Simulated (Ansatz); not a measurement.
Two shapes of doublet CH3.

Shape 1:

```xyz
4

C    -0.0331   -0.0197    0.0319
H     1.0791    0.0023   -0.0487
H    -0.5446    0.9942    0.0021
H    -0.5378   -0.9206    0.0434
```

Shape 2:

```xyz
4

C    -0.0799   -0.0294    0.0171
H     1.0908    0.0470   -0.0678
H    -0.5421    0.9893    0.0517
H    -0.5300   -0.9211   -0.0060
```

Basis set: aug-cc-pVDZ (spherical functions). Correlated methods keep 1 orbital frozen. Charge 0, multiplicity 2.

Computed with Ansatz (development build ahead of 0.2.0); each method stands on the lowest determinant of its kind that the runs found.

Q: Which shape is lower in energy, and by how much in each method?

A:

```csv
method,E(2) − E(1) (eV)
UHF,0.238
UHF-MP2,0.234
```

Shape 1 is lower.
